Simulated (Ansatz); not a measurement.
Ansatz (a first-principles code) input file for C2H6O, SMILES CCO, CAM-B3LYP/def2-SVPD. The structure is a stationary point at B3LYP-D3(BJ)/def2-TZVP. Other conformers were not sampled.

Ansatz 0.2 input:
```yaml
crystal:
  periodic: [false, false, false]
  atoms:
    - {symbol: C, position_ang: [-1.20255991, 0.14117739, 0.24621325]}
    - {symbol: C, position_ang: [0.06880623, -0.43146337, -0.35703581]}
    - {symbol: O, position_ang: [1.23248893, 0.30792346, 0.00268043]}
    - {symbol: H, position_ang: [-2.07722294, -0.42030181, -0.09077428]}
    - {symbol: H, position_ang: [-1.32768327, 1.18561938, -0.04325659]}
    - {symbol: H, position_ang: [-1.17600613, 0.08948427, 1.33832026]}
    - {symbol: H, position_ang: [0.18076553, -1.48658090, -0.07694548]}
    - {symbol: H, position_ang: [0.02635984, -0.38707721, -1.44618126]}
    - {symbol: H, position_ang: [1.31639749, 0.29718442, 0.96232922]}
basis:
  gaussian:
    orbitals: def2-SVPD
hamiltonian:
  xc: {name: CAM-B3LYP}
```

Log of the run:

```
WARN ansatz: RAYON_NUM_THREADS=1 ignored (pool sized by the plan → 1); use --threads N
Functional definition: CAM-B3LYP
integrals: 0.04 GiB planned
907 factors; their error is unknown
integrals: 0.07 GiB planned
398 factors; integrals over basis functions are off by at most 9.6e-6 eV
mean field: 0.42 GiB planned
mean field evaluation 1: about -4209.4281 eV, gradient 4.8e1 eV
mean field evaluation 2: about -4208.5843 eV, gradient 5.4e1 eV
mean field evaluation 4: about -4214.0653 eV, gradient 1.7e0 eV
mean field evaluation 8: about -4214.0716 eV, gradient 5.8e-2 eV
mean field evaluation 16: about -4214.0447 eV, gradient 6.9e-5 eV
mean field -4214.04465928 eV, -154.8632848465 hartree, gradient 6.9e-5 eV, S^2 0.000000; 0 other end points of the search recorded, 0 dependent functions left out
reference -4214.04477373 eV, -154.8632890523 hartree; 13, 13 occupied and 98, 98 virtual orbitals, 907 factors
Total energy: -4214.04477373 eV, -154.8632890523 hartree
```

The calculation finished and met its thresholds.

Cost: around 1.9 core-seconds (rough).
